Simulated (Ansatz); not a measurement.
Solid bromine: elastic constant C33 by level of theory

No measured value is used here.

**Question.** Put these levels in order of the elastic constant C33 that they give for solid bromine, smallest first: LDA (Ansatz, an electronic-structure program), PBEsol (Ansatz), r²SCAN (Ansatz).

**Answer.** r²SCAN (32.7 GPa), PBEsol (56.3 GPa), LDA (80.4 GPa)

Unless a cell is named, each level is at its own relaxed cell (LDA 27.50, PBEsol 30.91, r²SCAN 33.09 Å³/atom).

LDA: LDA has no dispersion term either, though it tends to give short spacings of layers, chains or molecules. r²SCAN, PBEsol: the cell comes from a level without a dispersion term, which matters for the spacing of layers, chains or molecules. Each level is taken at its own relaxed cell. Cutoffs differ between the levels. Ansatz's density-functional and Hartree–Fock values are scalar-relativistic unless marked +SOC, with PAW data made under PBE.
